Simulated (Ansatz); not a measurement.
**C3HF3: basis-set convergence**

One table from this session's results is given with a row withheld; the runs are named, their logs left out.

Method: one geometry, several basis sets; program: Ansatz 0.2.0, Gaussian basis.

Plan: PBE0-D4/def2-SVP; ωB97M-V/def2-SVP; PBE0-D4/def2-QZVPP; ωB97M-V/def2-QZVPP; the functionals' def2-TZVPP values are taken from earlier runs.

**The relaxed structure**

The geometry comes from an earlier relaxation with PBE0-D4 in a triple-zeta def2 set; it is a stationary point, not always the lowest conformer.

SMILES `C#CC(F)(F)F`, 7 atoms, charge 0, spin multiplicity 1.

Atoms are counted from 1 here; the program's logs count them from 0.

Bond lengths: C1–C2 1.195 Å, C1–H7 1.066 Å, C2–C3 1.461 Å, C3–F4 1.335 Å, C3–F5 1.335 Å, C3–F6 1.335 Å. Angles: C2–C1–H7 180.0°, C1–C2–C3 180.0°, C2–C3–F4 111.2°, C2–C3–F5 111.2°, C2–C3–F6 111.2°, F4–C3–F5 107.7°, F4–C3–F6 107.7°, F5–C3–F6 107.7°.

Set-up of the first run:

Contents of in.yaml:

```yaml
crystal:
  periodic: [false, false, false]
  atoms:
    - {symbol: C, position_ang: [1.248816, -1.234058, 0.050647]}
    - {symbol: C, position_ang: [0.398882, -0.394294, 0.011037]}
    - {symbol: C, position_ang: [-0.640668, 0.631485, -0.036544]}
    - {symbol: F, position_ang: [-1.819363, 0.108557, -0.382196]}
    - {symbol: F, position_ang: [-0.341664, 1.581053, -0.926018]}
    - {symbol: F, position_ang: [-0.791362, 1.221494, 1.151493]}
    - {symbol: H, position_ang: [2.006559, -1.982337, 0.085880]}
basis:
  gaussian: {orbitals: def2-SVP}
hamiltonian: {xc: pbe0, dispersion: d4}
output: {orbitals: {seedname: orbitals}}
```

On the command line:

```bash
ansatz run in.yaml --threads 2 --pin off --events-out ev --progress --plain --max-ram 4352MiB
```

Among the steps run: PBE0-D4 in def2-SVP; ωB97M-V in def2-SVP; PBE0-D4 in def2-QZVPP; ωB97M-V in def2-QZVPP.

One table of the session follows, with a row left open; its other results are not shown here.

It belongs to the step «Density functionals: the series». 

```
functional       basis  HOMO (eV)  LUMO (eV)
   PBE0-D4    def2-SVP      -9.26      -0.05
   PBE0-D4  def2-TZVPP      -9.30      -0.26
   PBE0-D4  def2-QZVPP      -9.33      -0.34
   ωB97M-V    def2-SVP          ?          ?
   ωB97M-V  def2-TZVPP     -11.62       1.94
   ωB97M-V  def2-QZVPP     -11.64       1.78
```

Q: Estimate the row for ωB97M-V, def2-SVP from the others.

The run gave: HOMO (eV): -11.56; LUMO (eV): 2.27. In the column «HOMO (eV)» it lies between ωB97M-V, def2-TZVPP (-11.62) and PBE0-D4, def2-QZVPP (-9.33).
